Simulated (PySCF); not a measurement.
Compound: C3H6FN.
SMILES: `[H]/N=C\CCF`

A PySCF run (density fitting, gas phase, GFN2-xTB geometry) gave HOMO -7.53 eV, LUMO -0.16 eV, dipole 0.31 D and E = -272.280 Eh.

Problem. Which of these levels was it?
A. CAM-B3LYP/pcSseg-1
B. WP04/Sadlej pVTZ
C. PBE0/ANO-RCC-VDZP
D. WP04/def2-SVPD

Solution. C. It is PBE0/ANO-RCC-VDZP. All candidates on this geometry:

| level and settings | kind | basis functions | SCF cycles | E (Eh) | HOMO (eV) | LUMO (eV) | dipole (D) |
| --- | --- | --- | --- | --- | --- | --- | --- |
| WP04/def2-SVPD, start guess huckel, fitting basis def2-universal-jkfit | global hybrid fitted to proton shifts | 151 | 15 | -278.2235 | -8.77 | -2.64 | 0.39 |
| WP04/Sadlej pVTZ | global hybrid fitted to proton shifts | 174 | 14 | -278.4875 | -8.79 | -2.64 | 0.42 |
| PBE0/ANO-RCC-VDZP, grid level 1, damping 0.2 at the start, DIIS from the seventh cycle | global hybrid | 100 | 16 | -272.2800 | -7.53 | -0.16 | 0.31 |
| CAM-B3LYP/pcSseg-1, grid level 1, start guess sap | range-separated hybrid | 115 | 13 | -272.3538 | -9.01 | 0.99 | 0.49 |

The nearest other candidate, by the summed differences of HOMO and LUMO, is CAM-B3LYP/pcSseg-1: its HOMO differs by -1.48 eV and its LUMO by +1.15 eV. Cycle counts include a coarse-grid stage where the run had one. WP04 was designed for NMR shieldings or shifts; total energies of different functionals aren't comparable. ANO-RCC sets were contracted for a scalar-relativistic Hamiltonian, but ran non-relativistically here.

Shape of the structure used: `[H]/[N:1]=[CH:2]\[CH2:3][CH2:4][F:5]`: N1–C2–C3–C4 -132°, C2–C3–C4–F5 -175°.
